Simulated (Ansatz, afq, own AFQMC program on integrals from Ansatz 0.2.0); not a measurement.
Al2⁺, doublet: AFQMC among the cluster methods

```yaml
atoms:
  - { symbol: Al, position_ang: [0.0000, 0.0000, 0.0000] }
  - { symbol: Al, position_ang: [0.0000, 0.0000, 3.0310] }
```

Basis cc-pVDZ. Noble-gas cores (and the filled d shells of Ga–Kr and In–Xe) are frozen. AFQMC by an in-house program on the Cholesky factors that Ansatz 0.2.0 writes for its CCSD(T) run. The CISD trial takes its coefficients from CCSD amplitudes. Released means that phaseless walkers are propagated on without the constraint, phases kept. Uncertainties: one standard error, sampling alone.

Determinant: UHF, the one that the program's search chose, which needn't be the lowest solution. The geometry is a PBE0/def2-TZVP stationary point of this or a neighbouring charge and spin state.

Full CI on the same integrals is exact in this basis and with this determinant's frozen core.

Cautions: unrestricted determinant slightly spin contaminated (⟨S²⟩ 0.81 against 0.75).

```
T1 diagnostic                               : 0.0261
weight of the determinant in the CISD state : 0.876
⟨S²⟩ of the determinant                     : 0.813
size of the correlated space                : 5 electrons in 26 orbitals
```

Reference: full CI, correlation energy -2.501 eV. The released energy is read at 2.40 1/Eh (meV from the phaseless value at times in 1/Eh: -3 ± 7 at 0.24, -4 ± 6 at 0.51, 3 ± 4 at 0.99, -1 ± 4 at 1.62, -1 ± 4 at 2.40).

```tsv
level	E − E(reference) (mEh)	share of correlation (%)
HF	91.91	0.00
MP2	32.68	64.44
CCSD	2.76	97.00
CCSD(T)	0.85	99.07
CCSDT	0.09	99.90
CCSDT(Q)	0.02	99.97
ph-AFQMC/HF	4.15 ± 1.07	95.48
ph-AFQMC/CISD	0.20 ± 0.24	99.78
released AFQMC	0.16 ± 0.14	99.83
```

CCSDT and higher add their correlation energy to the determinant of the CCSD(T) run, since their own runs factorise the integrals more tightly (a shift of under 2 meV). A walk keeps the symmetry of its determinant, which the program's search chose and which needn't be the lowest solution, so a lower state of the same spin and another symmetry isn't excluded. Released energies are given only where the last usable release times agree within the noise; a slower fall can still hide under it.
